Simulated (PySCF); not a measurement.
**Ionising SiB**

PBE0; PySCF, no relativity, basis sets Si def2-TZVPPD, B def2-TZVPPD. Neutral (UKS): quartet (σ ↑, π ↑↑), Re = 1.904 Å, ωe = 772 cm⁻¹, De = 3.56 eV, HOMO -6.74 eV, LUMO -3.28 eV.

SiB⁺ (UKS): triplet (σ ↑, π ↑), Re = 2.095 Å, ωe = 553 cm⁻¹, De = 2.81 eV to Si⁺ + B. The energies at the minima are -313.99875 hartree for SiB and -313.66921 for SiB⁺.

(1) Work out the adiabatic ionisation energy, without and with harmonic zero-point energies (1 hartree = 27.2114 eV, 1 eV = 8065.5 cm⁻¹), and the change of the bond length.

SiB⁻ (UKS): triplet (σ ↑, π ↑), Re = 1.853 Å, ωe = 831 cm⁻¹, De = 3.81 eV to Si⁻ + B. The energies at the minima are -313.99875 hartree for SiB and -314.05360 for SiB⁻.

(2) Work out the adiabatic electron affinity, without and with harmonic zero-point energies (1 hartree = 27.2114 eV, 1 eV = 8065.5 cm⁻¹), and the change of the bond length.

For an ion De counts to the pair picked by the measured ionisation energies or electron affinities, which need not be the lowest pair at this level. The highest Kohn–Sham level is positive in this anion. Much of that is self-interaction error, but it also means that the finite basis helps to hold the extra electron. States were picked by a PBE0 search and need not be the measured ground states.

Answers

(1) At PBE0: 0.32954 hartree = 8.967 eV between the minima; the zero-point term (553.0 − 772.0)/2 cm⁻¹ = -0.014 eV makes it 8.954 eV. Re changes by +19.1 pm against the neutral. The electron leaves a π orbital, and the longer bond of the ion fits a bonding orbital, or a change in how ionic the bond is.

(2) At PBE0: 0.05485 hartree = 1.493 eV between the minima; the zero-point term (772.0 − 831.0)/2 cm⁻¹ = -0.004 eV makes it 1.489 eV. Re changes by -5.1 pm against the neutral. The electron enters a π orbital; the charge polarises the partner, so the anion is bound more strongly.
